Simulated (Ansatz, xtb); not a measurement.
**Ranking isomers of C3H5NS**

6 gas-phase structures of C3H5NS, from a drawn sample of its isomers (lower ones may exist). Each was relaxed with GFN2-xTB; where two conformers were screened, the lower at r2SCAN-D4/def2-SVP//GFN2-xTB is listed:

A. `[H]/N=C\CC=S`, a singlet
B. `[H]/N=C/CC=S`, a singlet
C. `CC1=CSN1`, a singlet
D. `CSCC#N`, a singlet
E. `N#CCCS`, a singlet
F. `C[C@H](S)C#N`, a singlet

Q: Estimate their order in r2SCAN-D4/def2-SVP//GFN2-xTB energy at these geometries, lowest first.

A: Calculated order at r2SCAN-D4/def2-SVP//GFN2-xTB: E (0.0), F (12.4), D (17.0), B (75.1), A (80.4), C (119.0) kJ/mol.

Energies above the lowest of each column, in kJ/mol; the last columns are at r2SCAN-D4/def2-SVP geometries and were run for some of them only (a dash: not run or not comparable):

```
structure  GFN2-xTB  HF/STO-3G  r2SCAN-D4/def2-SVP//GFN2-xTB  r2SCAN-D4/def2-SVP  CCSD(T)/def2-SVP + ΔMP2/def2-TZVPP
        E       0.0       17.3                           0.0                 0.0                                 0.0
        F       8.0       19.9                          12.4                13.4                                11.0
        D      16.0        0.0                          17.0                16.9                                14.2
        B      68.8      225.0                          75.1                74.5                                   –
        A      62.6      229.5                          80.4                   –                                   –
        C      30.2      154.4                         119.0                   –                                   –
```

CCSD(T)/def2-SVP + ΔMP2/def2-TZVPP puts E lowest of those it was run on; HF/STO-3G picks D. Some further structures that were screened fall inside this span and aren't listed. Flexible structures stand in one conformer each, not always the lowest. Frequencies (r2SCAN-D4/def2-SVP) were run for D, E, F alone. ΔMP2 is the change of the MP2 energy from the smaller to the larger basis.

Over these structures GFN2-xTB departs from r2SCAN-D4/def2-SVP//GFN2-xTB by 23.0 kJ/mol on average once a common shift is removed. A GFN2-xTB relaxation took about 0.058 s and the r2SCAN-D4/def2-SVP//GFN2-xTB energy about 1.7 s on a shared host (Ansatz 0.2.0, xtb 6.7.1).
